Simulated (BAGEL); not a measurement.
**PBE0/cc-pVDZ (density fitting with qzvpp-jkfit) run of C2H4O2 (SMILES C=C(O)O)**

Aim: the energy change on altering one bond length of C2H4O2 at PBE0/cc-pVDZ (density fitting with qzvpp-jkfit), from 2 runs. 

The results are computed with BAGEL 1.2.2.

9 further runs of the same task are left out: 9 set aside as unsound or not needed.

**1. Starting point**

The species is C2H4O2 (8 atoms), meant as a singlet with charge 0. As SMILES, `C=C(O)O`. The shape is that of a PBE0-D4/def2-TZVP optimisation. This is one conformer, not always the lowest.

Bond lengths: C1–C2 1.330 Å, C2–O3 1.339 Å, C2–O4 1.354 Å, C1–H5 1.079 Å, C1–H6 1.080 Å, O3–H7 0.963 Å, O4–H8 0.961 Å. Angles: C1–C2–O3 123.4°, C1–C2–O4 126.2°, O3–C2–O4 110.4°, C2–C1–H5 119.9°, C2–C1–H6 120.8°, C2–O3–H7 108.1°, C2–O4–H8 109.2°, H5–C1–H6 119.3°.

**2. The energy at PBE0/cc-pVDZ (density fitting with qzvpp-jkfit)**

input.json reads:

```json
{ "bagel": [

{
  "title": "molecule",
  "basis": "cc-pvdz.json",
  "df_basis": "qzvpp-jkfit",
  "angstrom": true,
  "geometry": [
    { "atom": "C", "xyz": [      -0.861900,       0.309200,      -0.656600 ] },
    { "atom": "C", "xyz": [       0.226400,       0.062700,       0.067600 ] },
    { "atom": "O", "xyz": [       1.269600,       0.899800,       0.139400 ] },
    { "atom": "O", "xyz": [       0.450100,      -1.036800,       0.824600 ] },
    { "atom": "H", "xyz": [      -0.934000,       1.223000,      -1.225100 ] },
    { "atom": "H", "xyz": [      -1.679700,      -0.396100,      -0.683800 ] },
    { "atom": "H", "xyz": [       1.929700,       0.505200,       0.718800 ] },
    { "atom": "H", "xyz": [      -0.308000,      -1.624300,       0.759300 ] }
  ]
},

{ "title": "ks", "xc_func": "pbe0" },

{ "title": "print", "file": "orbitals.molden", "orbitals": true }

]}
```

The basis set cc-pVDZ is read from a file made from the Basis Set Exchange's data (not shown).

On the command line:

```
$ BAGEL_NUM_THREADS=1 BAGEL input.json > input.out
```

The program printed:

```text
* using 1 threads per process

  ===============================================================
  ===============================================================

  *** Geometry ***

  { "atom" : "C", "xyz" : [     -1.628755,      0.584303,     -1.240794 ] },
  { "atom" : "C", "xyz" : [      0.427834,      0.118486,      0.127745 ] },
  { "atom" : "O", "xyz" : [      2.399196,      1.700376,      0.263428 ] },
  { "atom" : "O", "xyz" : [      0.850566,     -1.959268,      1.558268 ] },
  { "atom" : "H", "xyz" : [     -1.765004,      2.311135,     -2.315103 ] },
  { "atom" : "H", "xyz" : [     -3.174173,     -0.748521,     -1.292195 ] },
  { "atom" : "H", "xyz" : [      3.646605,      0.954690,      1.358335 ] },
  { "atom" : "H", "xyz" : [     -0.582036,     -3.069482,      1.434869 ] },

  Number of auxiliary basis functions:      376

  Since a DF basis is specified, we compute 2- and 3-index integrals:
    o Being stored without compression. Storage requirement is 0.017 GB

  Number of basis functions:       76
  Number of electrons      :       32

    * METHOD: MOLECULE                             0.16

  *** Kohn-Sham DFT ***

    * Removing 14321 points whose weight is below 1.00e-10
    * Grid points: 104927

  === Nuclear Repulsion ===
   122.3886022598

       - DIIS with orbital gradients will be used.

  === KS iteration (pbe0 / cc-pvdz.json) ===
      0       -197.23015772          0.12003326           0.34
      1       -146.69626857          0.23909812           0.50
      2       -195.55567148          0.15741634           0.42
      3       -219.81125571          0.14445872           0.40
      4       -226.88258875          0.07129527           0.49
      5       -227.48212394          0.05751409           0.42
      6       -228.32312047          0.03310026           0.39
      7       -228.74954326          0.01093628           0.38
      8       -228.78438887          0.00725543           0.42
      9       -228.80340767          0.00138939           0.41
     10       -228.80417965          0.00024108           0.34
     11       -228.80419821          0.00008388           0.40
     12       -228.80420104          0.00002971           0.39
     13       -228.80420143          0.00000960           0.41
     14       -228.80420146          0.00000559           0.41
     15       -228.80420147          0.00000055           0.37
     16       -228.80420147          0.00000011           0.43
     17       -228.80420147          0.00000004           0.46
     18       -228.80420147          0.00000001           0.39
     19       -228.80420147          0.00000000           0.36
    * SCF iteration converged.

    * Permanent dipole moment:
           (   -0.036483,     0.645173,    -0.391791) a.u.

    * METHOD: KS                                   8.94

    * METHOD: PRINT                                0.01

  ===============================================================
```

Wall time 11 s (1 thread of Intel Xeon Platinum 8488C (Sapphire Rapids), shared host); peak memory 0.36 GiB.

**3. The distorted shape, same level**

input.json reads:

```json
{ "bagel" : [

{
  "title" : "molecule",
  "basis" : "cc-pvdz.json",
  "df_basis" : "qzvpp-jkfit",
  "angstrom" : "true",
  "geometry" : [
    { "atom" : "C", "xyz" : [   -2.167861,    0.605000,   -1.525640 ] },
    { "atom" : "C", "xyz" : [    0.226400,    0.062700,    0.067600 ] },
    { "atom" : "O", "xyz" : [    1.269600,    0.899800,    0.139400 ] },
    { "atom" : "O", "xyz" : [    0.450100,   -1.036800,    0.824600 ] },
    { "atom" : "H", "xyz" : [   -2.239961,    1.518800,   -2.094140 ] },
    { "atom" : "H", "xyz" : [   -2.985661,   -0.100300,   -1.552840 ] },
    { "atom" : "H", "xyz" : [    1.929700,    0.505200,    0.718800 ] },
    { "atom" : "H", "xyz" : [   -0.308000,   -1.624300,    0.759300 ] }
  ]
},
{
  "title" : "ks",
  "xc_func" : "pbe0"
},
{
  "title" : "print",
  "file" : "orbitals.molden",
  "orbitals" : "true"
}

]}
```

The basis set cc-pVDZ is read from a file made from the Basis Set Exchange's data (not shown).

On the command line:

```
$ BAGEL_NUM_THREADS=1 BAGEL input.json > input.out
```

The program printed:

```text
* using 1 threads per process

  ===============================================================
  ===============================================================

  *** Geometry ***

  { "atom" : "C", "xyz" : [     -4.096664,      1.143284,     -2.883042 ] },
  { "atom" : "C", "xyz" : [      0.427834,      0.118486,      0.127745 ] },
  { "atom" : "O", "xyz" : [      2.399196,      1.700376,      0.263428 ] },
  { "atom" : "O", "xyz" : [      0.850566,     -1.959268,      1.558268 ] },
  { "atom" : "H", "xyz" : [     -4.232913,      2.870116,     -3.957351 ] },
  { "atom" : "H", "xyz" : [     -5.642082,     -0.189540,     -2.934442 ] },
  { "atom" : "H", "xyz" : [      3.646605,      0.954690,      1.358335 ] },
  { "atom" : "H", "xyz" : [     -0.582036,     -3.069482,      1.434869 ] },

  Number of auxiliary basis functions:      376

  Since a DF basis is specified, we compute 2- and 3-index integrals:
    o Being stored without compression. Storage requirement is 0.017 GB

  Number of basis functions:       76
  Number of electrons      :       32

    * METHOD: MOLECULE                             0.21

  *** Kohn-Sham DFT ***

    * Removing 12137 points whose weight is below 1.00e-10
    * Grid points: 107111

  === Nuclear Repulsion ===
   102.1490969235

       - DIIS with orbital gradients will be used.

  === KS iteration (pbe0 / cc-pvdz.json) ===
      0       -191.36798638          0.10625959           0.38
      1       -111.14848041          0.11177221           0.75
      2       -155.67442981          0.15017349           0.47
      3       -205.01676473          0.10578116           0.47
      4       -210.73706525          0.09135367           0.42
      5       -213.68846415          0.06883914           0.50
      6       -225.76135870          0.04869286           0.43
      7       -174.31057923          0.17763531           0.47
      8       -210.95799993          0.11626254           0.45
      9       -222.58705633          0.07512967           0.49
     10       -225.60757211          0.05536997           0.51
     11       -228.27098557          0.02409931           0.47
     12       -228.14628371          0.02548998           0.47
     13       -228.52952607          0.00472076           0.45
     14       -228.53953011          0.00215594           0.45
     15       -228.54154713          0.00087843           0.45
     16       -228.54189435          0.00018802           0.46
     17       -228.54191001          0.00004707           0.48
     18       -228.54191084          0.00002922           0.45
     19       -228.54191124          0.00000425           0.47
     20       -228.54191125          0.00000089           0.47
     21       -228.54191125          0.00000036           0.45
     22       -228.54191125          0.00000018           0.45
     23       -228.54191125          0.00000005           0.47
     24       -228.54191125          0.00000003           0.38
     25       -228.54191125          0.00000002           0.39
     26       -228.54191125          0.00000001           0.49
     27       -228.54191125          0.00000001           0.47
    * SCF iteration converged.

    * Permanent dipole moment:
           (    0.299197,     0.597569,    -0.185235) a.u.

    * METHOD: KS                                  13.83

    * METHOD: PRINT                                0.01

  ===============================================================
```

It took 16 s on 1 thread of Intel Xeon Platinum 8488C (Sapphire Rapids), shared host; peak memory 0.36 GiB.

**4. Outcome**

At PBE0/cc-pVDZ (density fitting with qzvpp-jkfit):

| quantity | value |
| --- | --- |
| first shape: total energy | -228.80420 Eh |
| first shape: dipole moment | 1.92 D |
| first shape: HOMO energy | -6.02 eV |
| first shape: LUMO energy | 1.44 eV |
| first shape: HOMO–LUMO gap | 7.46 eV |
| distorted shape: total energy | -228.54191 Eh |
| distorted shape: dipole moment | 1.76 D |
| distorted shape: HOMO energy | -4.63 eV |
| distorted shape: LUMO energy | -2.59 eV |
| distorted shape: HOMO–LUMO gap | 2.04 eV |
| energy change with the C1–C2 bond stretched from 1.330 to 2.927 Å | 7.137 eV |

What this shows: One bond (distorted shape) is far stretched, which a spin-restricted single reference describes badly; a broken-symmetry solution may lie lower. With the C1–C2 bond stretched from 1.330 to 2.927 Å the energy rises by 7.14 eV (165 kcal/mol). The first shape isn't relaxed at this level, so the change isn't measured from a minimum. A restricted reference can't describe the breaking bond well at this length.
